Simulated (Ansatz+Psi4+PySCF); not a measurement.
A calculation with PySCF 2.14.0.

```python
from pyscf import gto, scf, mp

mol = gto.M(atom="""
O 0.000000 0.000000 0.683500
C 0.000000 0.000000 -0.536610
H 0.000000 0.934390 -1.124160
H 0.000000 -0.934390 -1.124160
""", basis='cc-pvtz', charge=1, spin=1)
mf = scf.UHF(mol)
mf.kernel()
pt = mp.MP2(mf, frozen=2).run()
print(mf.e_tot, pt.e_corr, pt.e_tot)
```

The script is written out from the run's settings.

The run gave:

| Item | Value |
| --- | --- |
| Converged | yes |
| Reference energy | -113.56503 hartree |
| Correlation energy | -0.32804 hartree |
| Total energy | -113.89307 hartree |
| Spin squared of the determinant | 0.787 |

Messages of the program:
```
WARN: HOMO -0.317664732140022 >= LUMO -0.317664732140022
WARN: HOMO -0.317664732140022 >= LUMO -0.317664732140022
```
